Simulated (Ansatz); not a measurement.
# AlH₃S₂: a rigid scan of the bond length S1–H4

The task here is to estimate one member of a computed series from the others.

Method: single points in def2-TZVPP; program: Ansatz 0.2.0, Gaussian basis.

Levels: PBE-D4, r2SCAN-D4, PBE0-D4, B3LYP-D4, wB97M-V, Hartree-Fock, MP2, CCSD, CCSD(T). The scan takes 1.210, 1.237, 1.277, 1.323, 1.374, 1.429, 1.488, 1.549, 1.613 Å.

Cores are frozen in the correlated methods. B3LYP uses VWN-RPA correlation.

39 further runs of the same task are left out: 39 set aside as unsound or not needed.

## The starting structure

The minimum, relaxed at PBE0-D4: SMILES `[SH][AlH][SH]`, 6 atoms, charge 0, spin multiplicity 1.

Atoms are counted from 1 here; the program's logs count them from 0.

Bond lengths: S1–Al2 2.178 Å, S1–H4 1.344 Å, Al2–S3 2.178 Å, Al2–H5 1.576 Å, S3–H6 1.344 Å. Angles: Al2–S1–H4 92.3°, S1–Al2–S3 116.1°, S1–Al2–H5 122.0°, S3–Al2–H5 122.0°, Al2–S3–H6 92.3°.

Coordinates:

```tsv
atom	x (Å)	y (Å)	z (Å)
S1	-1.4840	-1.2715	-0.8060
Al2	0.0336	0.1065	-0.0699
S3	1.0984	-0.5117	1.7266
H4	-1.7947	-0.4646	-1.8357
H5	0.3431	1.4712	-0.7948
H6	1.8455	0.6060	1.7337
```

Energies of the minimum (eV), from earlier single points: PBE-D4 -28306.80265, r2SCAN-D4 -28317.70151, PBE0-D4 -28309.26460, B3LYP-D4 -28321.74279, wB97M-V -28318.07987, CCSD(T) -28282.23520.

At the minimum the bond length S1–H4 is 1.344 Å.

The first run:

ccsdt-tzvpp/in.yaml reads:

```yaml
crystal:
  periodic: [false, false, false]
  atoms:
    - {symbol: S, position_ang: [-1.483953, -1.271459, -0.806040]}
    - {symbol: Al, position_ang: [0.033570, 0.106482, -0.069918]}
    - {symbol: S, position_ang: [1.098445, -0.511731, 1.726555]}
    - {symbol: H, position_ang: [-1.763590, -0.545329, -1.732667]}
    - {symbol: H, position_ang: [0.343061, 1.471194, -0.794820]}
    - {symbol: H, position_ang: [1.845547, 0.606041, 1.733676]}
basis:
  gaussian: {orbitals: def2-TZVPP}
correlation: {method: ccsd_t}
```

No record of the launch command was kept for these runs.

Among the steps run: S1–H4 = 1.210 Å; S1–H4 = 1.237 Å; S1–H4 = 1.277 Å; S1–H4 = 1.323 Å; S1–H4 = 1.374 Å; S1–H4 = 1.429 Å; S1–H4 = 1.488 Å; S1–H4 = 1.549 Å; S1–H4 = 1.613 Å.

One of the session's tables, all rows but one given; the rest of the session is left out.

It belongs to the step «The curves». Energies less that of the minimum at the same level (kJ/mol):

```
bond length (Å)  PBE-D4  PBE0-D4  B3LYP-D4  wB97M-V  Hartree-Fock
          1.210    32.0     29.0      28.5     27.7          24.8
          1.237    20.1     17.6      17.3     16.6          14.2
          1.277     8.0      6.4       6.3      5.8           4.2
          1.323     1.1      0.6       0.6      0.4          -0.2
1.344 (minimum)     0.0      0.0       0.0      0.0           0.0
          1.374     0.3      1.1       1.0      1.3           2.2
          1.429     5.7      8.0       7.7      8.5          11.2
          1.488    16.9     20.9      20.1     21.6          26.5
          1.549       ?        ?         ?        ?             ?
          1.613    52.3     60.2      57.9     61.4          71.4
```

Q: Estimate the row for bond length (Å) = 1.549 from the others.

Worked estimate for «PBE-D4». A straight line through the neighbours (1.488, 16.9) and (1.613, 52.3) gives 16.9 + (52.3 − 16.9) × (1.549 − 1.488) / (1.613 − 1.488) = 34.2; a parabola fitted to 3 rows on both sides gives 32.2.

The run gave: PBE-D4: 32.7; PBE0-D4: 38.5; B3LYP-D4: 37.1; wB97M-V: 39.4; Hartree-Fock: 46.7. In «PBE-D4» the line misses by +1.5 and the parabola by -0.5.

Limits of these values: A polynomial through the near points puts the CCSD(T) minimum 0.003 Å below the PBE0-D4 value.
